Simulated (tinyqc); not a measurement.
Inside a calculation. Method: UHF in the sto-3g basis, for OH+, spin multiplicity 3. One step of it, computed by the program tinyqc.

Task: Iteration 3: diagonalisation and new density. A level shift of 1 hartree raises the virtual space: F + shift (S - S D(s) S), with D(s) the density of one spin. Diagonalise F' = X^T F X, C = X C', fill 5 alpha and 3 beta electrons from the bottom; D(s) = C_occ C_occ^T. Each column has its largest component positive (the first on a tie).

extrapolated F(alpha) (hartree):
```
             1O 1s      1O 2s     1O 2px     1O 2py     1O 2pz      2H 1s
1O 1s   -21.098655  -5.374120  -0.002848  -0.008600  -0.005396  -1.053195
1O 2s    -5.374120  -3.178033   0.013374  -0.058131  -0.096180  -1.154884
1O 2px   -0.002848   0.013374  -1.068564  -0.003499   0.094943  -0.060382
1O 2py   -0.008600  -0.058131  -0.003499  -1.100421  -0.016546   0.030414
1O 2pz   -0.005396  -0.096180   0.094943  -0.016546  -1.151874  -0.718389
2H 1s    -1.053195  -1.154884  -0.060382   0.030414  -0.718389  -0.935863
```

extrapolated F(beta) (hartree):
```
             1O 1s      1O 2s     1O 2px     1O 2py     1O 2pz      2H 1s
1O 1s   -21.007217  -5.301529   0.001892  -0.008644  -0.003319  -1.031798
1O 2s    -5.301529  -2.814472  -0.042818   0.089864  -0.183189  -1.043204
1O 2px    0.001892  -0.042818  -0.449825  -0.220037  -0.215049  -0.132563
1O 2py   -0.008644   0.089864  -0.220037  -0.489234  -0.195285  -0.084547
1O 2pz   -0.003319  -0.183189  -0.215049  -0.195285  -0.519447  -0.549292
2H 1s    -1.031798  -1.043204  -0.132563  -0.084547  -0.549292  -0.779125
```

X:
```
            1O 1s      1O 2s    1O 2px    1O 2py     1O 2pz      2H 1s
1O 1s    1.023008  -0.132113  0.000000  0.000000  -0.007864   0.022522
1O 2s   -0.132113   1.117489  0.000000  0.000000   0.080089  -0.278286
1O 2px   0.000000   0.000000  1.000000  0.000000   0.000000   0.000000
1O 2py   0.000000   0.000000  0.000000  1.000000   0.000000   0.000000
1O 2pz  -0.007864   0.080089  0.000000  0.000000   1.067116  -0.234018
2H 1s    0.022522  -0.278286  0.000000  0.000000  -0.234018   1.159648
```

D(alpha) after iteration 2:
```
            1O 1s      1O 2s     1O 2px     1O 2py     1O 2pz      2H 1s
1O 1s    1.062733  -0.273293   0.013094  -0.007761  -0.005780   0.040702
1O 2s   -0.273293   1.203607  -0.117017   0.069354   0.004229  -0.234845
1O 2px   0.013094  -0.117017   0.906524   0.055402  -0.189238   0.335961
1O 2py  -0.007761   0.069354   0.055402   0.967165   0.112158  -0.199118
1O 2pz  -0.005780   0.004229  -0.189238   0.112158   0.816872   0.136571
2H 1s    0.040702  -0.234845   0.335961  -0.199118   0.136571   0.270026
```

D(beta) after iteration 2:
```
            1O 1s      1O 2s     1O 2px     1O 2py     1O 2pz      2H 1s
1O 1s    1.060146  -0.261726  -0.009312   0.046964  -0.031832   0.036672
1O 2s   -0.261726   1.145347   0.001122  -0.236959   0.108283  -0.189222
1O 2px  -0.009312   0.001122   0.307146   0.308470   0.219882   0.194323
1O 2py   0.046964  -0.236959   0.308470   0.359295   0.198486   0.234641
1O 2pz  -0.031832   0.108283   0.219882   0.198486   0.167497   0.121290
2H 1s    0.036672  -0.189222   0.194323   0.234641   0.121290   0.154440
```

overlap S:
```
           1O 1s     1O 2s    1O 2px    1O 2py    1O 2pz     2H 1s
1O 1s   1.000000  0.236704  0.000000  0.000000  0.000000  0.045602
1O 2s   0.236704  1.000000  0.000000  0.000000  0.000000  0.429536
1O 2px  0.000000  0.000000  1.000000  0.000000  0.000000  0.000000
1O 2py  0.000000  0.000000  0.000000  1.000000  0.000000  0.000000
1O 2pz  0.000000  0.000000  0.000000  0.000000  1.000000  0.367898
2H 1s   0.045602  0.429536  0.000000  0.000000  0.367898  1.000000
```

Give: F' = X^T F X; orbital energies; coefficients C; F' = X^T F X; orbital energies; coefficients C; D(alpha) after iteration 3; D(beta) after iteration 3.

Result:

F' = X^T F X (alpha) (hartree):
```
          1        2        3        4        5        6
1  -20.7255  -2.6809  -0.0089   0.0009  -0.0269  -0.1351
2   -2.6809  -2.1635   0.0714  -0.0924   0.0836  -0.5501
3   -0.0089   0.0714  -0.9751  -0.0589   0.2349  -0.3542
4    0.0009  -0.0924  -0.0589  -1.0676  -0.0995   0.2081
5   -0.0269   0.0836   0.2349  -0.0995  -0.8462  -0.7975
6   -0.1351  -0.5501  -0.3542   0.2081  -0.7975   0.2699
```

orbital energies (alpha) (hartree): MO1 -21.1071, MO2 -1.9259, MO3 -1.2395, MO4 -1.0955, MO5 -1.0571, MO6 0.9171

coefficients C (alpha):
```
            MO1      MO2      MO3      MO4      MO5      MO6
1O 1s    0.9945  -0.2594   0.0524   0.0085   0.0328   0.0663
1O 2s    0.0234   1.0075  -0.2523  -0.0080  -0.1957  -0.4820
1O 2px   0.0001  -0.0001  -0.2929  -0.0579   0.9281  -0.2226
1O 2py   0.0005   0.0511  -0.1106   0.9829   0.0565   0.1255
1O 2pz   0.0023   0.1493   0.8299   0.1649   0.1114  -0.6704
2H 1s   -0.0055   0.0169   0.2398  -0.1382   0.3390   1.1339
```

F' = X^T F X (beta) (hartree):
```
          1        2        3        4        5        6
1  -20.6423  -2.6658   0.0135  -0.0417  -0.0005  -0.1322
2   -2.6658  -1.7616  -0.0673   0.2845  -0.1208  -0.5475
3    0.0135  -0.0673   0.2430  -0.5285  -0.4550  -0.3195
4   -0.0417   0.2845  -0.5285   0.1515  -0.4266  -0.2870
5   -0.0005  -0.1208  -0.4550  -0.4266   0.4213  -0.6072
6   -0.1322  -0.5475  -0.3195  -0.2870  -0.6072   0.4781
```

orbital energies (beta) (hartree): MO1 -21.0135, MO2 -1.5986, MO3 -0.9586, MO4 0.6047, MO5 0.7527, MO6 1.1033

coefficients C (beta):
```
            MO1      MO2      MO3      MO4      MO5      MO6
1O 1s    0.9953  -0.2506   0.0658   0.0611   0.0272   0.0481
1O 2s    0.0201   0.9789  -0.3298  -0.3499  -0.0948  -0.3889
1O 2px   0.0000   0.1193   0.5121  -0.4620   0.7057   0.1097
1O 2py   0.0003  -0.0279   0.5783  -0.4278  -0.6940  -0.0065
1O 2pz   0.0021   0.1821   0.4095   0.4167   0.0855  -0.9045
2H 1s   -0.0050   0.0469   0.3526   0.5544  -0.0594   1.0198
```

D(alpha) after iteration 3:
```
          1O 1s    1O 2s   1O 2px   1O 2py   1O 2pz    2H 1s
1O 1s    1.0602  -0.2577   0.0148  -0.0083   0.0121   0.0126
1O 2s   -0.2577   1.1177  -0.1073   0.0605  -0.0820  -0.1088
1O 2px   0.0148  -0.1073   0.9504   0.0279  -0.1492   0.2524
1O 2py  -0.0083   0.0605   0.0279   0.9842   0.0842  -0.1424
1O 2pz   0.0121  -0.0820  -0.1492   0.0842   0.7506   0.2165
2H 1s    0.0126  -0.1088   0.2524  -0.1424   0.2165   0.1919
```

D(beta) after iteration 3:
```
          1O 1s    1O 2s   1O 2px   1O 2py   1O 2pz    2H 1s
1O 1s    1.0578  -0.2470   0.0038   0.0453  -0.0166   0.0064
1O 2s   -0.2470   1.0674  -0.0521  -0.2180   0.0432  -0.0704
1O 2px   0.0038  -0.0521   0.2765   0.2928   0.2314   0.1862
1O 2py   0.0453  -0.2180   0.2928   0.3352   0.2317   0.2026
1O 2pz  -0.0166   0.0432   0.2314   0.2317   0.2008   0.1529
2H 1s    0.0064  -0.0704   0.1862   0.2026   0.1529   0.1266
```
